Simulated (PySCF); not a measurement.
# Electron affinity of F by level of theory

F⁻ [Ne] (1S) → F [He] 2s2 2p5 (2P), as a difference of total energies. Computed with PySCF 2.14 in aug-cc-pVDZ (4s3p2d, 23 functions), with the non-relativistic Hamiltonian (point nucleus). Correlated levels: valence: 1s2 frozen. The calculations carry no spin-orbit coupling.

```
           method  electron affinity (eV)  plus first-order spin-orbit estimate  error of that sum (eV)
              UHF                   1.284                                 1.268                  -2.133
    MP2 (valence)                   3.544                                 3.528                  +0.127
SCS-MP2 (valence)                   3.362                                 3.345                  -0.056
   CCSD (valence)                   3.128                                 3.111                  -0.290
CCSD(T) (valence)                   3.226                                 3.210                  -0.191
  CCSDT (valence)                   3.230                                 3.213                  -0.188
```

Reference: 3.401 eV (measured; photodetachment measurements, as compiled on the Wikipedia data page of electron affinities).

A first-order spin-orbit estimate (lowest level to lowest level, LS coupling) adds -0.016 eV.

Errors of the correlated levels include the incompleteness of this basis and the frozen core.
